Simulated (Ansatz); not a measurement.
Match the barriers

Saddle point of CH$_{6}$BN, singlet (CH₆BN ([CH3][BH][NH2]) → CH₃B ([BH][CH2]) + NH₃ (still joined by a long B–N bond); bonds formed: N2–H4; bonds broken: C3–H4; bonds weakened to dative contacts: B1–N2), PBE0-D4/def2-TZVP structure:

```
atom    x (Å)    y (Å)    z (Å)
  B1  -0.5539   0.3800  -0.2203
  N2   0.4471   0.6045   0.9535
  C3  -0.0874  -0.7558  -0.9993
  H4   0.1834  -0.6049   0.5348
  H5  -1.6473   0.8494  -0.1310
  H6   1.3689   0.9672   0.7597
  H7   0.0806   0.9342   1.8316
  H8  -0.7464  -1.3060  -1.6626
  H9   0.9551  -1.0686  -1.0664
```

Ansatz 0.2.0; basis: def2-TZVPP, with def2-QZVPP for the basis limit; cores frozen in the correlated methods. Extrapolation: Hartree–Fock as exp(−7.88 √X), correlation as X^−2.97. Four methods, as single points on the PBE0-D4 structures, gave these electronic barriers from the start structure: 279.2, 315.8, 349.4, 389.7 kJ/mol.

**Question.** The methods were, in alphabetical order, BHLYP-D4, HF, PBE0-D4, SPW92. Which gave which? (Judge from chemistry; the calculation decides.)

**Answer.** Computed: SPW92 279.2; PBE0-D4 315.8; BHLYP-D4 349.4; HF 389.7 kJ/mol. For comparison, CCSD(T) at an estimated basis limit (MP2 extrapolated from triple and quadruple zeta, plus CCSD(T) − MP2 in triple zeta) gives 327.6 kJ/mol.

T1 diagnostic: at most 0.013.

Labels in which every atom is bracketed show which atoms are joined, not bond orders.

For scale, one of the runs: CCSD(T)/def2-TZVPP, 177 basis functions, launched by `ansatz run in.yaml --threads 2 --pin off --events-out ev --progress --plain --max-ram 4352MiB`. The run took 25 s on 2 CPU threads of an Arm Neoverse V1 (shared host), with 1.7 GiB of host memory at its peak.
